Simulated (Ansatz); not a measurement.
A made-up structure of NaAlHCl, closed shell:

```
4
angstrom
Na -1.8786 -0.2887 0.0032
Al 0.0979 0.2083 -0.1619
Cl 1.0205 -1.2091 1.1420
H 0.7601 1.2896 -0.9832
```

It is relaxed with PBE-D4/def2-SVP and then PBE0-D4/def2-TZVP (Ansatz 0.2.0). Atoms count as bonded within 1.22 times the sum of their covalent radii (H–H: 0.88 Å). The end point is not checked to be a true minimum.

**Question.** Does its bonding change? (Judge from chemistry; the calculation decides.)

**Answer.** By the calculation: Yes. Formed: none; broken: Na1–Cl3.

Where it ends: The first stage lowers the energy by 2.33 eV in 13 steps. It ends as NaAlHCl ([Na][AlH][Cl]):
Na1  (-2.674, -0.404, -0.002)
Al2  (0.143, 0.201, -0.150)
Cl3  (1.428, -1.050, 1.060)
H4  (1.103, 1.253, -0.909)
(Å)

Labels in which every atom is bracketed show which atoms are joined, not bond orders.

For scale, one of the runs: PBE0-D4/def2-TZVP relaxation, 112 basis functions, launched by `ansatz run in.yaml --threads 2 --pin off --events-out ev --progress --plain --max-ram 4352MiB`. Hardware: 2 CPU threads of an Arm Neoverse V1, shared host. Wall time about 15 s.
